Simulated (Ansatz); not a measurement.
# Si2: the cost of one run

Method: def2-QZVPP, core rule «outside noble gas», up to 10 orbitals frozen; program: Ansatz 0.2.0, Gaussian basis.

To be run: UHF; ROHF; CCSD(T) on UHF.

2 further runs of the same task are left out: 2 set aside as unsound or not needed.

## Step 1: The system

The geometry is a PBE0/def2-TZVP stationary point (not a proven minimum) of the parent state, kept for this charge and spin.

2 atoms, charge 1, spin multiplicity 2.

Atoms are counted from 1 here; the program's logs count them from 0.

Bond lengths: Si1–Si2 2.286 Å.

## Step 2: UHF

in.yaml

```yaml
crystal:
  periodic: [false, false, false]
  atoms:
    - {symbol: Si, position_ang: [0.000000, 0.000000, 0.000000]}
    - {symbol: Si, position_ang: [0.000000, 0.000000, 2.286080]}
basis:
  gaussian: {orbitals: "def2-QZVPP.json"}
total_charge: 1
magnetization: {spin_polarized: true, initial_magnetization: 1}
hamiltonian: {xc: hf}
output: {orbitals: {seedname: orbitals}}
```

Started as:

```console
$ ansatz run in.yaml --threads 1 --pin off --events-out ev --progress --plain --max-ram 4096MiB --backend cpu
```

Q: Estimate wall time and peak memory on 1 thread of AMD EPYC 7R13, shared host.

About 24 s, with a peak of 0.34 GiB.
